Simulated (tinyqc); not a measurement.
UHF in the sto-3g basis, for NH, spin multiplicity 3, step by step (part 2 of 2). Computed by tinyqc, a small Python program that keeps every step (integrals from PySCF). Command: `OMP_NUM_THREADS=1 python tinyqc.py 31836 31837 out.jsonl` (the two numbers bound the seeds that draw the settings). One thread of a shared host (Intel(R) Xeon(R) Processor @ 2.60GHz), about 0.1 s of CPU time with the checks.

Geometry (angstrom):
```
atom         x         y         z
N     0.000000  0.000000  0.000000
H     0.000000  0.000000  1.370000
```

## Iteration 40 (converged): orbitals

converged F(alpha) (hartree), order 1N 1s, 1N 2s, 1N 2px, 1N 2py, 1N 2pz, 2H 1s:
$$\begin{pmatrix}
-15.357878 & -3.927505 & 0.000000 & 0.000000 & -0.013808 & -0.435363 \\
-3.927505 & -2.014996 & 0.000000 & 0.000000 & -0.048401 & -0.506092 \\
0.000000 & 0.000000 & -0.474710 & 0.000000 & 0.000000 & 0.000000 \\
0.000000 & 0.000000 & 0.000000 & -0.474710 & 0.000000 & 0.000000 \\
-0.013808 & -0.048401 & 0.000000 & 0.000000 & -0.367101 & -0.376470 \\
-0.435363 & -0.506092 & 0.000000 & 0.000000 & -0.376470 & -0.112137
\end{pmatrix}$$

converged F(beta) (hartree), order 1N 1s, 1N 2s, 1N 2px, 1N 2py, 1N 2pz, 2H 1s:
$$\begin{pmatrix}
-15.305776 & -3.847251 & 0.000000 & 0.000000 & -0.013606 & -0.424133 \\
-3.847251 & -1.628699 & 0.000000 & 0.000000 & 0.003050 & -0.455677 \\
0.000000 & 0.000000 & 0.349073 & 0.000000 & 0.000000 & 0.000000 \\
0.000000 & 0.000000 & 0.000000 & 0.349073 & 0.000000 & 0.000000 \\
-0.013606 & 0.003050 & 0.000000 & 0.000000 & 0.045274 & -0.368234 \\
-0.424133 & -0.455677 & 0.000000 & 0.000000 & -0.368234 & -0.430015
\end{pmatrix}$$

X, order 1N 1s, 1N 2s, 1N 2px, 1N 2py, 1N 2pz, 2H 1s:
$$\begin{pmatrix}
1.022221 & -0.126539 & 0.000000 & 0.000000 & -0.004702 & 0.016961 \\
-0.126539 & 1.062619 & 0.000000 & 0.000000 & 0.040551 & -0.173641 \\
0.000000 & 0.000000 & 1.000000 & 0.000000 & 0.000000 & 0.000000 \\
0.000000 & 0.000000 & 0.000000 & 1.000000 & 0.000000 & 0.000000 \\
-0.004702 & 0.040551 & 0.000000 & 0.000000 & 1.040084 & -0.172325 \\
0.016961 & -0.173641 & 0.000000 & 0.000000 & -0.172325 & 1.079695
\end{pmatrix}$$

Diagonalise F' = X^T F X, C = X C', fill 5 alpha and 3 beta electrons from the bottom; D(s) = C_occ C_occ^T. Each column has its largest component positive (the first on a tie).

F' = X^T F X (alpha) (hartree):
$$\begin{pmatrix}
-15.077054 & -2.013867 & 0.000000 & 0.000000 & -0.028759 & -0.012991 \\
-2.013867 & -1.300041 & 0.000000 & 0.000000 & 0.030232 & -0.282729 \\
0.000000 & 0.000000 & -0.474710 & 0.000000 & 0.000000 & 0.000000 \\
0.000000 & 0.000000 & 0.000000 & -0.474710 & 0.000000 & 0.000000 \\
-0.028759 & 0.030232 & 0.000000 & 0.000000 & -0.265234 & -0.362773 \\
-0.012991 & -0.282729 & 0.000000 & 0.000000 & -0.362773 & 0.127430
\end{pmatrix}$$

orbital energies (alpha) (hartree): MO1 -15.365621, MO2 -1.079233, MO3 -0.474710, MO4 -0.474710, MO5 -0.461020, MO6 0.390974

coefficients C (alpha), order 1N 1s, 1N 2s, 1N 2px, 1N 2py, 1N 2pz, 2H 1s:
$$\begin{pmatrix}
0.993993 & -0.258582 & 0.000000 & 0.000000 & 0.048078 & 0.063711 \\
0.024883 & 0.995593 & 0.000000 & 0.000000 & -0.231701 & -0.362569 \\
0.000000 & 0.000000 & 0.990084 & -0.140473 & 0.000000 & 0.000000 \\
0.000000 & 0.000000 & 0.140473 & 0.990084 & 0.000000 & 0.000000 \\
0.002251 & 0.068276 & 0.000000 & 0.000000 & 0.822453 & -0.657298 \\
-0.004389 & 0.082384 & 0.000000 & 0.000000 & 0.371358 & 1.039790
\end{pmatrix}$$

F' = X^T F X (beta) (hartree):
$$\begin{pmatrix}
-15.037038 & -1.983733 & 0.000000 & 0.000000 & -0.035965 & -0.017081 \\
-1.983733 & -0.907300 & 0.000000 & 0.000000 & 0.100021 & -0.245573 \\
0.000000 & 0.000000 & 0.349073 & 0.000000 & 0.000000 & 0.000000 \\
0.000000 & 0.000000 & 0.000000 & 0.349073 & 0.000000 & 0.000000 \\
-0.035965 & 0.100021 & 0.000000 & 0.000000 & 0.172728 & -0.376673 \\
-0.017081 & -0.245573 & 0.000000 & 0.000000 & -0.376673 & -0.238176
\end{pmatrix}$$

orbital energies (beta) (hartree): MO1 -15.310463, MO2 -0.754389, MO3 -0.384366, MO4 0.349073, MO5 0.349073, MO6 0.439431

coefficients C (beta), order 1N 1s, 1N 2s, 1N 2px, 1N 2py, 1N 2pz, 2H 1s:
$$\begin{pmatrix}
0.995428 & -0.225434 & 0.123874 & 0.000000 & 0.000000 & -0.064935 \\
0.019153 & 0.855385 & -0.575072 & 0.000000 & 0.000000 & 0.337948 \\
0.000000 & 0.000000 & 0.000000 & 0.211517 & 0.977374 & 0.000000 \\
0.000000 & 0.000000 & 0.000000 & 0.977374 & -0.211517 & 0.000000 \\
0.001855 & 0.053206 & 0.440409 & 0.000000 & 0.000000 & 0.957257 \\
-0.003502 & 0.346794 & 0.738776 & 0.000000 & 0.000000 & -0.748202
\end{pmatrix}$$

D(alpha) after iteration 40, order 1N 1s, 1N 2s, 1N 2px, 1N 2py, 1N 2pz, 2H 1s:
$$\begin{pmatrix}
1.057199 & -0.243849 & 0.000000 & 0.000000 & 0.024125 & -0.007812 \\
-0.243849 & 1.045510 & 0.000000 & 0.000000 & -0.122532 & -0.004132 \\
0.000000 & 0.000000 & 1.000000 & 0.000000 & 0.000000 & 0.000000 \\
0.000000 & 0.000000 & 0.000000 & 1.000000 & 0.000000 & 0.000000 \\
0.024125 & -0.122532 & 0.000000 & 0.000000 & 0.681096 & 0.311039 \\
-0.007812 & -0.004132 & 0.000000 & 0.000000 & 0.311039 & 0.144713
\end{pmatrix}$$

D(beta) after iteration 40, order 1N 1s, 1N 2s, 1N 2px, 1N 2py, 1N 2pz, 2H 1s:
$$\begin{pmatrix}
1.057042 & -0.245004 & 0.000000 & 0.000000 & 0.044407 & 0.009850 \\
-0.245004 & 1.062758 & 0.000000 & 0.000000 & -0.207719 & -0.128274 \\
0.000000 & 0.000000 & 0.000000 & 0.000000 & 0.000000 & 0.000000 \\
0.000000 & 0.000000 & 0.000000 & 0.000000 & 0.000000 & 0.000000 \\
0.044407 & -0.207719 & 0.000000 & 0.000000 & 0.196795 & 0.343809 \\
0.009850 & -0.128274 & 0.000000 & 0.000000 & 0.343809 & 0.666069
\end{pmatrix}$$

Within a degenerate level the vectors are fixed only up to a rotation; this is one choice.

## Convergence

Stop when the energy changes by less than 1e-08 hartree and every element of the error matrix X^T (F D S - S D F) X (for each spin) is below 3e-05.

Course of the cycle:
```
iteration   E (hartree)     change  largest element of the error matrix
1          -54.19168727          -                             3.07e-01
2          -54.21468259  -2.30e-02                             3.49e-02
3          -54.21780336  -3.12e-03                             1.68e-02
4          -54.21923751  -1.43e-03                             1.54e-02
5          -54.22037694  -1.14e-03                             1.43e-02
6          -54.22134418  -9.67e-04                             1.32e-02
7          -54.22216602  -8.22e-04                             1.20e-02
8          -54.22285207  -6.86e-04                             1.09e-02
9          -54.22341194  -5.60e-04                             9.75e-03
10         -54.22385824  -4.46e-04                             8.63e-03
11         -54.22420601  -3.48e-04                             7.56e-03
12         -54.22447128  -2.65e-04                             6.55e-03
13         -54.22466973  -1.98e-04                             5.63e-03
14         -54.22481561  -1.46e-04                             4.80e-03
...                 ...        ...                                  ...
27         -54.22516573  -1.15e-06                             4.14e-04
28         -54.22516650  -7.70e-07                             3.39e-04
29         -54.22516702  -5.15e-07                             2.77e-04
30         -54.22516736  -3.44e-07                             2.26e-04
31         -54.22516759  -2.30e-07                             1.85e-04
32         -54.22516775  -1.53e-07                             1.51e-04
33         -54.22516785  -1.02e-07                             1.23e-04
34         -54.22516792  -6.82e-08                             1.01e-04
35         -54.22516796  -4.55e-08                             8.22e-05
36         -54.22516799  -3.03e-08                             6.71e-05
37         -54.22516801  -2.02e-08                             5.47e-05
38         -54.22516803  -1.34e-08                             4.47e-05
39         -54.22516803  -8.94e-09                             3.64e-05
40         -54.22516804  -5.95e-09                             2.97e-05
```

PySCF UHF in the same basis, after a stability check = -54.22516805 hartree

Converged in 40 iterations.

## Populations, bond orders and dipole

overlap S, order 1N 1s, 1N 2s, 1N 2px, 1N 2py, 1N 2pz, 2H 1s:
$$\begin{pmatrix}
1.000000 & 0.235038 & 0.000000 & 0.000000 & 0.000000 & 0.025406 \\
0.235038 & 1.000000 & 0.000000 & 0.000000 & 0.000000 & 0.299699 \\
0.000000 & 0.000000 & 1.000000 & 0.000000 & 0.000000 & 0.000000 \\
0.000000 & 0.000000 & 0.000000 & 1.000000 & 0.000000 & 0.000000 \\
0.000000 & 0.000000 & 0.000000 & 0.000000 & 1.000000 & 0.303793 \\
0.025406 & 0.299699 & 0.000000 & 0.000000 & 0.303793 & 1.000000
\end{pmatrix}$$

Mulliken: Z minus the diagonal of D S on the atom; Loewdin: the same with S^(1/2) D S^(1/2); Mayer order: 2 sum_s sum (D(s) S)_ij (D(s) S)_ji over the two atoms.

Charges (e):
```
atom   Mulliken    Loewdin  Mulliken spin
1N    -0.029910  -0.013937       2.494555
2H     0.029910   0.013937      -0.494555
```

Mayer bond orders:
```
pair     order
2-1   0.754521
```

dipole moment about the origin, x y z (debye): [0.000000, 0.000000, 0.814475]

<S^2> of the determinant (pure state: 2) = 2.211848
